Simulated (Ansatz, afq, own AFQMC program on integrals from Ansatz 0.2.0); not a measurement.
CH4⁺, doublet in 6-31G, levels against full CI

```xyz
5

C     0.0187   -0.0385    0.0388
H     0.3833    0.7115    0.7868
H    -0.3555   -0.7835    0.7870
H    -0.6409    1.3204   -1.3322
H     0.3905   -0.7897   -0.7044
```

Basis 6-31G. Noble-gas cores (and the filled d shells of Ga–Kr and In–Xe) are frozen. Ansatz 0.2.0 and our own AFQMC program on the same integrals; the CISD trial comes from CCSD amplitudes, and released means the phaseless constraint is let go. Error bars are statistical, one sigma.

Determinant: UHF, the one that the program's search chose, which needn't be the lowest solution. The geometry is a point of a scan.

Full CI on the same integrals is exact in this basis and with this determinant's frozen core.

Cautions: the released energies are still falling, so no released level is given (meV from the phaseless value at times in 1/Eh: -0.2 ± 1.4 at 0.24, -2.5 ± 1.3 at 0.51, -4.5 ± 1.0 at 0.99, -4.7 ± 0.8 at 1.62, -10.2 ± 1.2 at 2.40), though the last usable value meets full CI within the noise.

```
T1 diagnostic                               : 0.0296
weight of the determinant in the CISD state : 0.928
⟨S²⟩ of the determinant                     : 0.789
size of the correlated space                : 7 electrons in 16 orbitals
```

Reference: full CI, correlation energy -2.694 eV.

| level | E − E(reference) (meV) | share of correlation (%) |
| --- | --- | --- |
| HF | 2693.8 | 0.00 |
| MP2 | 663.3 | 75.37 |
| CCSD | 60.5 | 97.76 |
| CCSD(T) | 20.6 | 99.24 |
| CCSDT | 3.4 | 99.87 |
| CCSDT(Q) | 0.6 | 99.98 |
| CCSDTQ | 0.2 | 99.99 |
| ph-AFQMC/CISD | 10.4 ± 1.2 | 99.61 |

CCSDT and higher add their correlation energy to the determinant of the CCSD(T) run, since their own runs factorise the integrals more tightly (a shift of under 2 meV). A walk keeps the symmetry of its determinant, which the program's search chose and which needn't be the lowest solution, so a lower state of the same spin and another symmetry isn't excluded.
